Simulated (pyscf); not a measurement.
Optimised with ωB97X-D3(BJ)/def2-SVP in PySCF. MP2 and CC: frozen core, UHF for open shells. ΔMP2 is the change of the MP2 total energy from the triple- to the quadruple-zeta basis.

### Question
PBE/def2-TZVP puts the barrier of H₂Se + H₂C=CH₂ -> H₃C–CH₂–SeH (addition across a multiple bond or ene-type step; singlet surface; H–Se broken, C–Se, C–H formed) at 31.9 kcal/mol and the reaction energy at -25.2 kcal/mol, from the separated reactants. What do PBE0-D3(BJ)/def2-TZVP, M06-2X/def2-TZVP, CCSD(T)/def2-TZVPP + ΔMP2(QZVPP) give on the same structures?

### Answer
PBE0-D3(BJ): ΔE‡ = 36.5 kcal/mol, ΔE = -29.0 kcal/mol; M06-2X: ΔE‡ = 43.5 kcal/mol, ΔE = -26.3 kcal/mol; CCSD(T): ΔE‡ = 41.6 kcal/mol, ΔE = -24.6 kcal/mol. PBE's barrier lies under all of them, by 4.7 to 11.6 kcal/mol. Its reaction energy lies among theirs. Low barriers are usual for a GGA, whose delocalisation error favours stretched bonds. On the product side the descent ends in a point that may be a rotor saddle (no frequency run), 3.5 kcal/mol over the lowest minimum found and 69.6 kcal/mol under the saddle at ωB97X-D3(BJ)/def2-TZVP. At ωB97X-D3(BJ)/def2-TZVP the barrier from the zero used here is 44.5 kcal/mol. This is the saddle that the search found; another between the same sides may lie lower. The CCSD(T) − MP2 part came from Ansatz, without density fitting, on the same reference. The frozen core leaves the outer d or s,p core shells of the metals and heavy elements correlated in the MP2 and CC values, and def2-TZVPP describes them poorly, which can shift differences by a few kcal/mol. Elements up to Kr have no core potential and no relativistic terms here.
